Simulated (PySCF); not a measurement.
**How the functional moves excitation energies**

Compound: C6H6.
Cartesian coordinates in Å at the PBE0-D3(BJ)/def2-SVP level; atoms count from 1:
```xyz
12
C6H6 angstrom
C     -0.7990    1.1426    0.0368
C     -1.3887   -0.1181   -0.0533
C     -0.5897   -1.2608   -0.0903
C      0.7990   -1.1426   -0.0368
C      1.3887    0.1181    0.0533
C      0.5897    1.2608    0.0903
H     -1.4250    2.0379    0.0655
H     -2.4768   -0.2106   -0.0952
H     -1.0519   -2.2485   -0.1610
H      1.4250   -2.0379   -0.0655
H      2.4768    0.2106    0.0952
H      1.0519    2.2485    0.1610
```

Linear-response calculations in the def2-SVPD basis (PySCF; singlets by full response, triplets Tamm–Dancoff, core orbitals frozen in the response; HF means time-dependent Hartree–Fock). 'Strongest' is the level of largest summed f among the singlets computed (10 roots, of which the last may lack a degenerate partner); it can jump between rows when another state enters that window. S1 is the lowest singlet of each run and needn't be the same state throughout; f(S1) is that of one state. Geometry: PBE0-D3(BJ)/def2-SVP; no solvent, vibrations or thermal averaging.

| functional | kind | S1 (eV) | f(S1) | strongest (eV) | T1 (eV) | HOMO (eV) | gap (eV) | ionisation energy, ΔSCF (eV) |
| --- | --- | --- | --- | --- | --- | --- | --- | --- |
| LDA | LDA | 5.27 | 0.000 | 6.98 | 4.49 | -6.55 | 5.13 | 9.60 |
| PBE | GGA | 5.27 | 0.000 | 6.99 | 4.23 | -6.35 | 5.16 | 9.31 |
| PBE0 | global hybrid, 25% exact exchange | 5.51 | 0.000 | 7.18 | 4.10 | -7.33 | 7.06 | 9.31 |
| BHandHLYP | global hybrid, 50% exact exchange | 5.65 | 0.000 | 7.28 | 3.98 | -8.11 | 8.88 | 9.10 |
| HF | Hartree–Fock | 5.87 | 0.000 | 7.56 | 3.38 | -9.21 | 12.42 | not settled |

**Question.** What does B3LYP (global hybrid, 20% exact exchange) give?

**Answer.** S1 (eV) 5.42, f(S1) 0.000, strongest (eV) 7.09, T1 (eV) 4.17, HOMO (eV) -7.10, gap (eV) 6.64, ionisation energy, ΔSCF (eV) 9.31. S1 runs from 5.27 eV (LDA) to 5.87 eV (HF), a spread of 0.60 eV, while the orbital gap spreads over 7.3 eV. Along PBE (0%), B3LYP (20%), PBE0 (25%), BHandHLYP (50%), HF (100%) S1 rises with the share of exact exchange. −ε(HOMO) comes closest to its own ΔSCF ionisation energy with BHandHLYP (-0.99 eV) and misses most with LDA (-3.05 eV). The lowest singlet of a reference set is 1B2u(π→π*) at 5.05 eV (computed, theoretical best estimate (aug-cc-pVTZ), revised with CC4, gas; Loos, Lipparini, Matthews, Blondel, Jacquemin, revising reference values with EOM-CC4 (2022), arXiv:2204.11658). The lowest computed singlet differs from it by LDA +0.22, PBE +0.22, B3LYP +0.37, PBE0 +0.46, BHandHLYP +0.60, HF +0.82 eV; geometry and basis of the reference needn't be the same. The lowest triplet of a reference set is 3B1u(π→π*) at 4.16 eV (computed, theoretical best estimate (aug-cc-pVTZ, frozen core, CC3 geometry), gas; Veril, Scemama, Caffarel, Lipparini, Boggio-Pasqua, Jacquemin, Loos, WIREs Comput. Mol. Sci. 2021, 11, e1517 (QUESTDB)). The lowest computed triplet differs from it by B3LYP +0.01, PBE0 -0.06, PBE +0.07, BHandHLYP -0.18, LDA +0.33, HF -0.78 eV; geometry and basis of the reference needn't be the same. 'Not settled' means that the ion's SCF failed to converge or may have ended in another state than the lowest.
